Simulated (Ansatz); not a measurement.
Cost and result for the atomization energy of CH3BS (`B1CS1`) (6 atoms, 6 bonds).

The species carries charge 0 and has multiplicity 1. All single points use the PBE0-D4/def2-TZVP geometry. Program: Ansatz. All runs use 2 threads of an Arm Neoverse V1 on a shared host. Times are those of one run each, without the atoms' runs, and a repeat can differ threefold. Electronic energies, without spin–orbit coupling; frozen cores. CCSD(T)/CBS extrapolates def2-TZVPP and def2-QZVPP, and its time is that of the two runs behind it. T1 = 0.016. HSE06 is the plane-wave form, built on full-range PBE exchange.

CCSD(T)/CBS is a level of theory with its own doubt, some kJ/mol a heavy atom from the limit and from the frozen cores, so smaller differences don't rank the functionals.

| level | functions | wall time | atomization (kJ/mol) | difference from CCSD(T)/CBS | per bond |
| --- | --- | --- | --- | --- | --- |
| CCSD(T)/def2-SVP | 61 | 0.55 s | 2092.8 | -102.3 | -17.1 |
| LDA (SPW92)/def2-TZVPP | 146 | 0.7 s | 2539.9 | 344.8 | 57.5 |
| revPBE-D4/def2-TZVPP | 146 | 1.2 s | 2221.1 | 26.0 | 4.3 |
| PBE-D4/def2-TZVPP (with forces) | 146 | 1.5 s | 2275.9 | 80.8 | 13.5 |
| HSE06-D4/def2-TZVPP | 146 | 1.6 s | 2239.1 | 44.0 | 7.3 |
| PBE-QIDH/def2-TZVPP | 146 | 2.4 s | 2214.8 | 19.7 | 3.3 |
| B2PLYP/def2-TZVPP | 146 | 2.6 s | 2188.3 | -6.8 | -1.1 |
| r2SCAN-D4/def2-TZVPP (with forces) | 146 | 2.9 s | 2237.7 | 42.6 | 7.1 |
| ωB97X-V/def2-TZVPP | 146 | 4.6 s | 2216.4 | 21.3 | 3.6 |
| CCSD(T)/def2-TZVPP | 146 | 4.8 s | 2141.1 | -54.0 | -9.0 |
| ωB97M-V/def2-TZVPP (with forces) | 146 | 6 s | 2225.2 | 30.1 | 5.0 |
| CCSD(T)/def2-QZVPP | 274 | 8.2 min | 2172.5 | -22.6 | -3.8 |
| CCSD(T)/CBS(def2) | – | 8.2 min | 2195.1 | 0.0 | 0.0 |

From r2SCAN to r2SCAN0 (25 % exact exchange), in def2-TZVPP and without D4, the atomization energy moves by −34.0 kJ/mol: exact exchange takes away binding that semilocal exchange gives to molecules. Leaving LDA and LC-ωPBE aside and taking each functional with its dispersion term where it has one, the values, not all of them listed here, spread over 130.6 kJ/mol, from BHLYP-D4 to PBE-D4. LDA lies +273.3 kJ/mol from PBE without D4, its usual overbinding. In def2-TZVPP, CCSD(T) changes the Hartree–Fock value by +510.4 kJ/mol (the triples alone add +40.2 kJ/mol) and MP2 by +560.5 kJ/mol; breaking electron pairs costs correlation energy, which Hartree–Fock lacks.
